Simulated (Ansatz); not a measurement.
Energy needed to pull apart CH$_{4}$BF (SMILES BCF), closed shell, into free ground-state atoms, from the structure below (displaced at random from a GFN2-xTB minimum); no zero-point or spin–orbit terms; open-shell atoms are treated unrestricted, in their ground-state multiplicity.

```
7
angstrom
B -0.7394 0.1653 -0.4771
C 0.4911 -0.0574 0.3120
F 0.6933 -1.2055 0.8782
H -1.5243 -0.5971 -0.5293
H -0.8109 1.1495 -0.9770
H 0.5114 0.6617 1.0848
H 1.4636 0.1117 -0.2198
```

Ansatz 0.2.0; basis: def2-TZVPP; cores frozen in the correlated methods.

```json
{"method": "SPW92", "atomization energy (kJ/mol)": "?"}
{"method": "PBE-D4", "atomization energy (kJ/mol)": "2457"}
{"method": "BLYP-D4", "atomization energy (kJ/mol)": "2413"}
{"method": "r2SCAN-D4", "atomization energy (kJ/mol)": "2429"}
{"method": "PBE0-D4", "atomization energy (kJ/mol)": "2426"}
{"method": "wB97M-V", "atomization energy (kJ/mol)": "?"}
{"method": "HF", "atomization energy (kJ/mol)": "1832"}
{"method": "MP2", "atomization energy (kJ/mol)": "2391"}
{"method": "CCSD", "atomization energy (kJ/mol)": "2326"}
{"method": "CCSD(T)", "atomization energy (kJ/mol)": "2351"}
```

(1) What does SPW92 give? (To be estimated.)

(2) What does wB97M-V give? (An estimate is asked for; the value comes from the calculation.)

T1 diagnostic: at most 0.011.

## Answers

(1) The calculation gives: 2766 kJ/mol, which is about 415 kJ/mol more than CCSD(T)/def2-TZVPP.

(2) The calculation gives: 2430 kJ/mol, which is about 79 kJ/mol more than CCSD(T)/def2-TZVPP.

In triple zeta the MP2 and coupled-cluster atomization energies are still short of their basis limit by a few kcal/mol a bond, whereas those of the functionals are nearly converged, so these differences are not deviations from converged CCSD(T).

For scale, one of the runs: CCSD(T)/def2-TZVPP forces, 149 basis functions (an equivalent command: `ansatz run in.yaml --threads 4`). Time: 30 s of wall clock on 4 CPU threads; the host was shared. Peak host memory: 1.9 GiB.
